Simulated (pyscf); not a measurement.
O=Ge(OH)–F (SMILES [O]=[Ge]([OH])[F]) -> O=Ge=O (SMILES [O]=[Ge]=[O]) + HF (SMILES F), an elimination (singlet surface; F–Ge, H–O broken, F–H formed). Single points on ωB97X-D3(BJ)/def2-SVP structures (PySCF, gas phase). Correlated levels are frozen-core, on RHF or UHF. ΔMP2 is the change of the MP2 total energy from the triple- to the quadruple-zeta basis. Energies in kJ/mol from the reactant's lowest minimum found.

Small-basis levels: PySCF, no dispersion term, spherical d functions. AM1 to PM7: differences of heats of formation from MOPAC. Cost: rough CPU time at the saddle relative to B3LYP/6-31G*+LANL2DZ, from one job on a shared machine.

```
level                             barrier  reaction energy        cost
--------------------------------  -------  ---------------  ----------
HF/STO-3G                           278.1           +311.1         0.1
MP2/6-31G*+LANL2DZ                  208.0           +249.3         0.2
BP86/6-31G*+LANL2DZ                 172.2           +243.4           1
B3LYP/STO-3G                         62.0           +161.3         0.8
B3LYP/3-21G                         199.6           +343.0         1.0
B3LYP/6-31G*+LANL2DZ                201.5           +268.1           1
M06-2X/6-31G*+LANL2DZ               219.9           +292.8           2
B3LYP/6-311+G**+LANL2DZ             197.1           +212.4           1
PM7                                 206.1           +163.5  under 0.02
CCSD(T)/def2-TZVPP + ΔMP2(QZVPP)    191.1           +207.1           –
```

Against the last row the barrier runs from -129.2 (B3LYP/STO-3G) to +87.0 kJ/mol (HF/STO-3G). CCSD(T)/def2-TZVPP + ΔMP2(QZVPP) has limits of its own. On the product side the descent ends in a bound adduct, 40.5 kJ/mol under the separated species and 6.1 kJ/mol under the saddle at ωB97X-D3(BJ)/def2-TZVP. At CCSD(T) the saddle lies under the separated products, which points to a path from their complex (located at ωB97X-D3(BJ) alone), and parting the products costs more than the saddle. This is the saddle that the search found; another between the same sides may lie lower. The CCSD(T) − MP2 part came from Ansatz, without density fitting, on the same reference. The frozen core leaves the outer d or s,p core shells of the metals and heavy elements correlated in the MP2 and CC values, and def2-TZVPP describes them poorly, which can shift differences by a few kcal/mol. In the def2 sets elements up to Kr have no core potential.
